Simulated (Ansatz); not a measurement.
Geometry optimisation, Ansatz 0.2.0, RKS B3LYP-D4/def2-SVP.

input.yaml

```yaml
crystal:
  periodic: [false, false, false]
  atoms:
    - { symbol: Al, position_ang: [-0.801333, -0.963887, 0.3103] }
    - { symbol: C, position_ang: [-0.327449, 0.923602, -0.002644] }
    - { symbol: H, position_ang: [-1.322665, -1.855833, -0.892464] }
    - { symbol: H, position_ang: [-0.778935, -1.52684, 1.793616] }
    - { symbol: H, position_ang: [1.846169, 0.145155, -0.540731] }
    - { symbol: F, position_ang: [2.148689, -0.715312, -0.504315] }
    - { symbol: H, position_ang: [0.482063, 1.274097, 0.66504] }
    - { symbol: H, position_ang: [-1.191469, 1.577073, 0.22315] }
    - { symbol: H, position_ang: [-0.05497, 1.141946, -1.051953] }
basis:
  gaussian: { orbitals: def2-SVP }
hamiltonian:
  xc: b3lyp
  dispersion: d4
relax:
  f_tol: 0.03
  max_steps: 50
```

Command:

```bash
$ ansatz run input.yaml --threads 2 --pin off --max-ram 3072MiB --backend cpu --events-out ev --progress --plain --runs-dir out
```

Where does it end, and by what steps?

The forces met the threshold. After 8 steps the energy has fallen by 0.343 eV; F6 moved furthest, 0.71 Å. Joined: Al1–F6.

| step | energy less start (eV) | largest force component (eV/Å) | accepted |
| --- | --- | --- | --- |
| 0 | 0.0000 | 0.993 | yes |
| 1 | -0.0696 | 0.984 | yes |
| 2 | -0.1687 | 1.096 | yes |
| 3 | -0.2933 | 0.496 | yes |
| 4 | -0.3145 | 0.497 | yes |
| 5 | -0.2793 | 0.889 | no |
| 6 | -0.3397 | 0.118 | yes |
| 7 | -0.3425 | 0.115 | yes |
| 8 | -0.3428 | 0.012 | yes |

```xyz
9
Properties=species:S:1:pos:R:3
Al -0.469 -0.922 0.217
C -0.332 1.046 -0.017
H -1.118 -1.774 -0.959
H -0.415 -1.508 1.694
H 1.778 -0.174 -0.455
F 1.571 -1.077 -0.308
H 0.381 1.535 0.674
H -1.312 1.510 0.202
H -0.084 1.363 -1.047
```

Whether the end is a true minimum wasn't checked by a vibrational analysis.

Run time: 13 s on 2 threads of Arm Neoverse V1 (shared host), peak memory 0.14 GiB.
